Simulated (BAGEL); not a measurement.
# HF/STO-3G (density fitting with qzvpp-jkfit) run of C3H6S ((methylthio)ethene)

Aim: the energy change on altering one bond length of C3H6S ((methylthio)ethene) at HF/STO-3G (density fitting with qzvpp-jkfit), from 2 runs. 

The calculation is run with BAGEL 1.2.2.

2 further runs of the same task are left out: 2 set aside as unsound or not needed.

## 1. Starting point

C3H6S has 10 atoms, charge 0, and is taken as a singlet. As SMILES, `C=CSC`. The coordinates come from a PBE0-D4/def2-TZVP relaxation. This is one conformer, not always the lowest.

Bond lengths: C1–C2 1.328 Å, C2–S3 1.743 Å, S3–C4 1.798 Å, C1–H5 1.083 Å, C1–H6 1.084 Å, C2–H7 1.087 Å, C4–H8 1.090 Å, C4–H9 1.090 Å, C4–H10 1.091 Å. Some angles: C1–C2–S3 124.2°, C2–S3–C4 100.4°, C1–C2–H7 120.7°, S3–C2–H7 115.0°, C2–C1–H5 120.4°, C2–C1–H6 122.0°, S3–C4–H8 111.4°, S3–C4–H9 106.7°, S3–C4–H10 110.9°, H5–C1–H6 117.6°.

## 2. The energy at HF/STO-3G (density fitting with qzvpp-jkfit)

input.json reads:

```json
{ "bagel" : [

{
  "title" : "molecule",
  "basis" : "sto-3g",
  "df_basis" : "qzvpp-jkfit",
  "angstrom" : true,
  "geometry" : [
    { "atom" : "C", "xyz" : [   -0.656500,    1.908400,   -0.637400 ] },
    { "atom" : "C", "xyz" : [   -0.509800,    0.669100,   -0.182300 ] },
    { "atom" : "S", "xyz" : [    0.790800,    0.154500,    0.857600 ] },
    { "atom" : "C", "xyz" : [    0.782200,   -1.615100,    0.538900 ] },
    { "atom" : "H", "xyz" : [   -1.531000,    2.179900,   -1.215600 ] },
    { "atom" : "H", "xyz" : [    0.073900,    2.684200,   -0.437900 ] },
    { "atom" : "H", "xyz" : [   -1.252100,   -0.094500,   -0.401500 ] },
    { "atom" : "H", "xyz" : [    1.073700,   -1.835800,   -0.488100 ] },
    { "atom" : "H", "xyz" : [    1.510500,   -2.058900,    1.217900 ] },
    { "atom" : "H", "xyz" : [   -0.198600,   -2.043300,    0.751300 ] }
  ]
},
{ "title" : "hf" },
{ "title" : "print", "file" : "orbitals.molden", "orbitals" : true }

]}
```

Started as:

```sh
$ BAGEL_NUM_THREADS=1 BAGEL input.json > input.out
```

Standard output:

```text
* using 1 threads per process

  ===============================================================
  ===============================================================

  *** Geometry ***

  { "atom" : "C", "xyz" : [     -1.240605,      3.606353,     -1.204511 ] },
  { "atom" : "C", "xyz" : [     -0.963382,      1.264416,     -0.344497 ] },
  { "atom" : "S", "xyz" : [      1.494395,      0.291963,      1.620629 ] },
  { "atom" : "C", "xyz" : [      1.478144,     -3.052097,      1.018373 ] },
  { "atom" : "H", "xyz" : [     -2.893171,      4.119414,     -2.297151 ] },
  { "atom" : "H", "xyz" : [      0.139651,      5.072403,     -0.827511 ] },
  { "atom" : "H", "xyz" : [     -2.366126,     -0.178579,     -0.758725 ] },
  { "atom" : "H", "xyz" : [      2.028999,     -3.469159,     -0.922375 ] },
  { "atom" : "H", "xyz" : [      2.854431,     -3.890757,      2.301497 ] },
  { "atom" : "H", "xyz" : [     -0.375300,     -3.861277,      1.419751 ] },

  Number of auxiliary basis functions:      461

  Since a DF basis is specified, we compute 2- and 3-index integrals:
    o Being stored without compression. Storage requirement is 0.003 GB

  Number of basis functions:       30
  Number of electrons      :       40

    * METHOD: MOLECULE                             0.13

  *** RHF ***

  === Nuclear Repulsion ===
   154.0042642880

      * DIIS with orbital gradients will be used.

  === RHF iteration (sto-3g) ===
      0       -508.80045886          0.01023703           0.02
      1       -508.83584981          0.00379245           0.02
      2       -508.83977320          0.00103203           0.02
      3       -508.84023636          0.00028812           0.02
      4       -508.84026674          0.00006249           0.02
      5       -508.84027012          0.00001189           0.02
      6       -508.84027024          0.00000281           0.02
      7       -508.84027024          0.00000098           0.02
      8       -508.84027024          0.00000021           0.02
      9       -508.84027024          0.00000007           0.02
     10       -508.84027024          0.00000003           0.02
     11       -508.84027024          0.00000001           0.02
    * SCF iteration converged.

    * Permanent dipole moment:
           (    0.114370,     0.386223,     0.098362) a.u.

    * METHOD: HF                                   0.25

    * METHOD: PRINT                                0.00

  ===============================================================
```

Run time: 0.54 s. Hardware: 1 thread of Arm Neoverse V2, shared host.

## 3. The distorted shape at the same level

input.json reads:

```json
{ "bagel": [

{
  "title": "molecule",
  "basis": "sto-3g",
  "df_basis": "qzvpp-jkfit",
  "angstrom": true,
  "geometry": [
    { "atom": "C", "xyz": [    0.520498,    2.422257,   -0.892288 ] },
    { "atom": "C", "xyz": [    0.667198,    1.182957,   -0.437188 ] },
    { "atom": "S", "xyz": [    1.967798,    0.668357,    0.602712 ] },
    { "atom": "C", "xyz": [    1.959198,   -1.101243,    0.284012 ] },
    { "atom": "H", "xyz": [   -0.354002,    2.693757,   -1.470488 ] },
    { "atom": "H", "xyz": [    1.250898,    3.198057,   -0.692788 ] },
    { "atom": "H", "xyz": [   -0.075102,    0.419357,   -0.656388 ] },
    { "atom": "H", "xyz": [    2.250698,   -1.321943,   -0.742988 ] },
    { "atom": "H", "xyz": [    2.687498,   -1.545043,    0.963012 ] },
    { "atom": "H", "xyz": [   -0.198600,   -2.043300,    0.751300 ] }
  ]
},
{ "title": "hf" },
{ "title": "print", "file": "orbitals.molden", "orbitals": true }

]}
```

Started as:

```sh
$ BAGEL_NUM_THREADS=1 BAGEL input.json > input.out
```

Standard output:

```text
* using 1 threads per process

  ===============================================================
  ===============================================================

  *** Geometry ***

  { "atom" : "C", "xyz" : [      0.983599,      4.577402,     -1.686180 ] },
  { "atom" : "C", "xyz" : [      1.260821,      2.235465,     -0.826166 ] },
  { "atom" : "S", "xyz" : [      3.718599,      1.263012,      1.138961 ] },
  { "atom" : "C", "xyz" : [      3.702348,     -2.081048,      0.536705 ] },
  { "atom" : "H", "xyz" : [     -0.668967,      5.090463,     -2.778820 ] },
  { "atom" : "H", "xyz" : [      2.363855,      6.043452,     -1.309180 ] },
  { "atom" : "H", "xyz" : [     -0.141922,      0.792470,     -1.240394 ] },
  { "atom" : "H", "xyz" : [      4.253203,     -2.498110,     -1.404044 ] },
  { "atom" : "H", "xyz" : [      5.078635,     -2.919708,      1.819829 ] },
  { "atom" : "H", "xyz" : [     -0.375300,     -3.861277,      1.419751 ] },

  Number of auxiliary basis functions:      461

  Since a DF basis is specified, we compute 2- and 3-index integrals:
    o Being stored without compression. Storage requirement is 0.003 GB

  Number of basis functions:       30
  Number of electrons      :       40

    * METHOD: MOLECULE                             0.13

  *** RHF ***

  === Nuclear Repulsion ===
   150.7625793832

      * DIIS with orbital gradients will be used.

  === RHF iteration (sto-3g) ===
      0       -508.39351090          0.01630888           0.02
      1       -508.44024782          0.01636492           0.02
      2       -508.52446456          0.00179280           0.01
      3       -508.52620105          0.00065716           0.02
      4       -508.52647359          0.00030798           0.02
      5       -508.52654153          0.00011176           0.02
      6       -508.52655442          0.00002175           0.02
      7       -508.52655486          0.00000625           0.02
      8       -508.52655489          0.00000186           0.02
      9       -508.52655490          0.00000059           0.02
     10       -508.52655490          0.00000022           0.02
     11       -508.52655490          0.00000009           0.02
     12       -508.52655490          0.00000003           0.01
     13       -508.52655490          0.00000001           0.01
    * SCF iteration converged.

    * Permanent dipole moment:
           (   -0.280731,    -0.082353,     0.233618) a.u.

    * METHOD: HF                                   0.28

    * METHOD: PRINT                                0.00

  ===============================================================
```

Run time: 0.58 s. Hardware: 1 thread of Arm Neoverse V2, shared host.

## 4. Results

Level: HF/STO-3G (density fitting with qzvpp-jkfit).

| quantity | value |
| --- | --- |
| first shape: total energy | -508.84027 Eh |
| first shape: dipole moment | 1.05 D |
| first shape: HOMO energy | -6.31 eV |
| first shape: LUMO energy | 8.81 eV |
| first shape: HOMO–LUMO gap | 15.11 eV |
| distorted shape: total energy | -508.52655 Eh |
| distorted shape: dipole moment | 0.95 D |
| distorted shape: HOMO energy | -5.42 eV |
| distorted shape: LUMO energy | 3.32 eV |
| distorted shape: HOMO–LUMO gap | 8.74 eV |
| energy change with the C4–H10 bond stretched from 1.091 to 2.400 Å | 8.537 eV |

One bond (distorted shape) is far stretched, which a spin-restricted single reference describes badly; a broken-symmetry solution may lie lower. With the C4–H10 bond stretched from 1.091 to 2.400 Å the energy rises by 8.54 eV (824 kJ/mol). The first shape isn't relaxed at this level, so the change isn't measured from a minimum. A restricted reference can't describe the breaking bond well at this length. The minimal basis adds a large error of its own.
